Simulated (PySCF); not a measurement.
## SiCl: from constants to spectrum

UHF-CCSD(T) constants of SiCl, ²Π (doublet), unpaired electrons π ↑ (Si pcseg-2, Cl pcseg-2; no relativity (PySCF 2.14); masses 27.9769 and 34.9689 u):

```
ωe            : 549.5 cm⁻¹
ωexe          : 2.27 cm⁻¹
Be            : 0.25532 cm⁻¹
αe            : 0.00154 cm⁻¹
De to Si + Cl : 4.18 eV
```

What force constant and bond length do these constants imply?

Reduced mass μred = 15.542 u; k = 5.8918×10⁻⁷·μred·ωe² (u, cm⁻¹, mdyn/Å) = 2.77 mdyn/Å; Re = √(16.8576/(μred·Be)) (u, cm⁻¹, Å) = 2.061 Å.

Estimate the centrifugal constant D from the Kratzer relation and find the Dunham coefficient a1.

D = 4Be³/ωe² = 2.2e-07 cm⁻¹; a1 = −1 − αeωe/(6Be²) = -3.16.

Correlated steps freeze 10 core orbitals. The state is the lowest determinant that a PBE0 search found; another state may lie lower at other levels.
